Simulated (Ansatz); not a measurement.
Worked example: correlation energy of HGeP, triplet

Geometry: displaced at random from a stationary point.

```xyz
3

Ge    0.0497   -0.0339    0.6824
P    -0.1152    0.0295   -1.6260
H    -0.0386    1.5367    0.7900
```

Basis cc-pVDZ; Ansatz 0.2.0. Correlated methods freeze the noble-gas cores and the filled d shells of p-block atoms, which leaves 10 electrons in 31 orbitals. Prefix R: restricted or restricted open-shell reference; prefix U: unrestricted. No spin–orbit coupling is included, and no scalar relativity.

Full CI isn't at hand for all of this; UCCSDT(Q) serves as the reference, and is uncertain by about the last step of the cluster series.

The cluster runs stand on a determinant 0.03 eV above the lowest UHF solution, chosen by trial CCSD; the correlation energy below is counted from it.

Runs differ by some tens of microhartree through their thresholds and, for an open shell, their frozen cores, so steps under 0.03 kcal/mol mean nothing.

```tsv
level	total energy (hartree)
UHF determinant under the cluster runs	-2416.601023
UMP2	-2416.750136
UCCSD	-2416.787905
UCCSD(T)	-2416.793663
UCCSDT	-2416.795079
UCCSDT(Q)	-2416.795493
```

**Question.** What is the correlation energy at UCCSDT(Q), and what share of it do UMP2 and UCCSD(T) recover?

**Answer.** E(corr) = -2416.795493 − (-2416.601023) = -0.194470 hartree = -5.292 eV. UMP2: -0.149113 / -0.194470 = 76.68 %. UCCSD(T): -0.192640 / -0.194470 = 99.06 %.

**Question.** By how many kcal/mol does UCCSD(T) miss UCCSDT(Q) (1 hartree = 627.509 kcal/mol), and which steps make up the rest?

**Answer.** -2416.793663 − (-2416.795493) = 0.001830 hartree = 1.15 kcal/mol. Steps: UCCSDT − UCCSD(T) = -0.89, UCCSDT(Q) − UCCSDT = -0.26 kcal/mol. Differences between like states or geometries often cancel part of this.
